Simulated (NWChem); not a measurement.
A series in which one site is exchanged, each optimised at PBE0/def2-SVP with NWChem, gas phase unless a solvent is named. For some, no frequency run checked for a minimum. def2 effective core potentials on Zr, Hf; no spin-orbit coupling.

A: [Cl][Hf]([Cl])([Cl])[Cl] (HfCl4; site = Hf)
B: [Cl][Zr]([Cl])([Cl])[Cl] (ZrCl4; site = Zr)
C: [Cl][Ti]([Cl])([Cl])[Cl] (TiCl$_{4}$; site = Ti)
D: ClC(Cl)(Cl)Cl (CCl₄; site = C)

Question: Rank them by orbital gap (eV), PBE0/def2-SVP, lowest first.

Answer: C (5.78), B (7.05), A (7.51), D (8.11)
